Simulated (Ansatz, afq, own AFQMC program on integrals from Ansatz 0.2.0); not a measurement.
**LiP⁻, quartet in aug-cc-pVDZ, levels against CCSDT(Q)**

```xyz
2

P     0.0000    0.0000    0.0000
Li    0.0000    0.0000    2.4501
```

Basis aug-cc-pVDZ. Noble-gas cores (and the filled d shells of Ga–Kr and In–Xe) are frozen. AFQMC by an in-house program on the Cholesky factors that Ansatz 0.2.0 writes for its CCSD(T) run. ph-AFQMC/CISD is guided by a CISD state made of CCSD amplitudes; releasing the constraint for a short imaginary time cuts its bias at the price of noise, slowly where states lie close. Uncertainties: one standard error, sampling alone.

Determinant: UHF, the one that the program's search chose, which needn't be the lowest solution. The geometry is a PBE0/def2-TZVPD stationary point of this or a neighbouring charge and spin state.

No full CI on the walks' own integrals is used here; CCSDT(Q) serves as the reference and is uncertain by about the last step of the cluster series.

The T1 diagnostic is 0.0215, the weight of the determinant in the CISD state is 0.910 and the ⟨S²⟩ of the determinant is 3.763. The size of the correlated space is 7 electrons in 44 orbitals.

| level | correlation energy (eV) |
| --- | --- |
| MP2 | -2.4680 |
| CCSD | -3.0363 |
| CCSD(T) | -3.1352 |

(1) Estimate where phaseless AFQMC with the Hartree–Fock trial lies against CCSD(T) on the same integrals.

(1) 3.67 ± 1.35 mEh above CCSD(T).

Reference: CCSDT(Q), correlation energy -3.167 eV. The released energy is read at 2.40 1/Eh (meV from the phaseless value at times in 1/Eh: 4 ± 8 at 0.24, 4 ± 8 at 0.51, -15 ± 6 at 0.99, -9 ± 6 at 1.62, -7 ± 8 at 2.40).

```tsv
level	E − E(reference) (mEh)	share of correlation (%)
CCSD(T)	1.17	99.00
CCSDT	0.26	99.78
ph-AFQMC/HF	4.84 ± 1.35	95.84
ph-AFQMC/CISD	0.91 ± 0.28	99.22
released AFQMC	0.64 ± 0.29	99.45
```

A walk keeps the symmetry of its determinant, which the program's search chose and which needn't be the lowest solution, so a lower state of the same spin and another symmetry isn't excluded. Released energies are given only where the last usable release times agree within the noise; a slower fall can still hide under it.
